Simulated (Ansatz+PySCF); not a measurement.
Values are calculated unless marked as measured or tabulated.
Input for Ansatz (development build ahead of 0.2.0):

```yaml
crystal:
  periodic: [false, false, false]
  atoms:
    - { symbol: C, position_ang: [0.0, 0.0, 0.0] }
    - { symbol: H, position_ang: [0.98131, 0.0, 0.0] }
    - { symbol: H, position_ang: [-0.54517, 0.94427, 0.0] }
    - { symbol: H, position_ang: [-0.54517, -0.94427, 0.0] }
basis:
  gaussian: { orbitals: STO-3G }
magnetization:
  spin_polarized: true
  initial_magnetization: 1
hamiltonian:
  xc: hf
correlation:
  method: ccsd_t
  frozen_orbitals: { C: 1, H: 0 }
scf:
  omitted_lower_state_checks: [stability, starts, atomic_configurations, cluster_reference, orbital_swaps, given_window_search, neighbouring_geometries, increment]
```

The input is written out in the form of the current development build from the run's settings.

Results

```json
{
  "Converged": "yes",
  "Reference energy": "-39.06661 hartree",
  "CCSD correlation energy": "-0.05498 hartree",
  "Triples correction": "-0.00012 hartree",
  "Total energy": "-39.12171 hartree",
  "Spin squared of the determinant": "0.764",
  "Largest doubles amplitude": "0.07",
  "Occupied orbitals by symmetry in an Abelian subgroup (alpha; beta)": "3 A1 1 B1 1 B2; 3 A1 1 B2"
}
```
